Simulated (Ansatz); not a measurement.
The inner images of a band of AlH3 + H3P (8 atoms, charge 0, multiplicity 1) are given out of order.

All numbers below come from Ansatz, RKS PBE-D4/def2-SVP.

Initial state:

```xyz
8
Properties=species:S:1:pos:R:3
Al 0.020 0.034 0.129
H -0.083 0.701 1.588
H 1.451 -0.093 -0.578
H -1.323 -0.253 -0.696
P 0.174 -2.963 1.197
H -0.661 -2.757 0.042
H 1.385 -2.633 0.495
H -0.016 -1.613 1.709
```

Final state:

```xyz
8
Properties=species:S:1:pos:R:3
Al 0.112 -0.679 -0.044
H -0.156 0.590 1.782
H 1.453 0.167 -0.270
H -1.307 -0.121 -0.534
P 0.240 -2.853 0.868
H -0.657 -3.389 -0.124
H 1.427 -3.169 0.114
H -0.164 -0.123 2.094
```

Put them in order from the first end to the last, with their energies above the first end.
A.
```xyz
8
Properties=species:S:1:pos:R:3
Al 0.041 -0.304 0.023
H -0.042 0.166 1.673
H 1.483 0.025 -0.556
H -1.411 -0.146 -0.606
P 0.108 -2.686 1.183
H -0.621 -2.927 -0.034
H 1.403 -2.742 0.561
H -0.014 -0.964 1.642
```
B.
```xyz
8
Properties=species:S:1:pos:R:3
Al 0.060 -0.651 -0.068
H -0.071 0.503 1.804
H 1.414 0.142 -0.388
H -1.364 -0.065 -0.505
P 0.118 -2.810 0.890
H -0.567 -3.365 -0.249
H 1.431 -3.088 0.369
H -0.074 -0.244 2.033
```
C.
```xyz
8
Properties=species:S:1:pos:R:3
Al 0.023 -0.085 0.091
H -0.045 0.367 1.643
H 1.461 -0.021 -0.604
H -1.385 -0.184 -0.658
P 0.125 -2.800 1.241
H -0.622 -2.819 0.008
H 1.398 -2.692 0.580
H -0.008 -1.343 1.585
```
D.
```xyz
8
Properties=species:S:1:pos:R:3
Al 0.052 -0.493 -0.036
H -0.042 0.185 1.737
H 1.466 0.062 -0.525
H -1.398 -0.103 -0.576
P 0.097 -2.675 1.093
H -0.614 -3.057 -0.090
H 1.412 -2.823 0.532
H -0.026 -0.673 1.752
```
E.
```xyz
8
Properties=species:S:1:pos:R:3
Al 0.055 -0.596 -0.073
H -0.048 0.328 1.800
H 1.435 0.108 -0.473
H -1.377 -0.057 -0.538
P 0.090 -2.723 0.983
H -0.584 -3.229 -0.180
H 1.417 -2.949 0.475
H -0.041 -0.461 1.893
```

C (+3.4 kcal/mol), A (+13.7 kcal/mol), D (+5.1 kcal/mol), E (-3.2 kcal/mol), B (-6.0 kcal/mol).

Run time: 82 s on 1 thread of Arm Neoverse V1, on a shared host, peak memory 0.11 GiB.
